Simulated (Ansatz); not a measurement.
Correlation energies of C$_{4}$H$_{6}$ClF, SMILES `C/C(Cl)=C/CF` by basis set

```xyz
12

C    -0.187    0.614   -1.858
C    -0.443    0.123   -0.479
Cl   -2.130   -0.123   -0.134
C     0.486   -0.130    0.433
C     0.274   -0.631    1.813
F     1.028    0.123    2.701
H    -0.552   -0.103   -2.599
H    -0.713    1.556   -2.031
H     0.881    0.769   -2.012
H     1.520    0.038    0.145
H     0.609   -1.670    1.910
H    -0.774   -0.566    2.111
```

Total charge 0; spin multiplicity 1. Geometry: relaxed with PBE0-D4/def2-TZVP. It is one conformer, not always the lowest. Frozen core, restricted reference, Ansatz 0.2.0. CBS rows extrapolate triple and quadruple zeta; past MP2 they add the triple-zeta difference.

```tsv
basis	HF (Eh)	MP2 corr.	CCSD corr.	(T)	CCSD(T) total
def2-SVP	-713.53768	?	-0.91854	?	?
def2-TZVPP	-713.99457	-1.10208	?	?	?
def2-QZVPP	-714.01859	-1.18839	–	–	–
CBS(def2)	-714.02189	-1.25231	-1.29941	as TZ	-715.36888
```

(1) Fill in the withheld values. (Estimate.)

Results:

(1) The calculation gave: def2-SVP MP2 corr.: -0.86267; def2-SVP (T): -0.02671; def2-SVP CCSD(T) total: -714.48293; def2-TZVPP CCSD corr.: -1.14919; def2-TZVPP (T): -0.04758; def2-TZVPP CCSD(T) total: -715.19134.
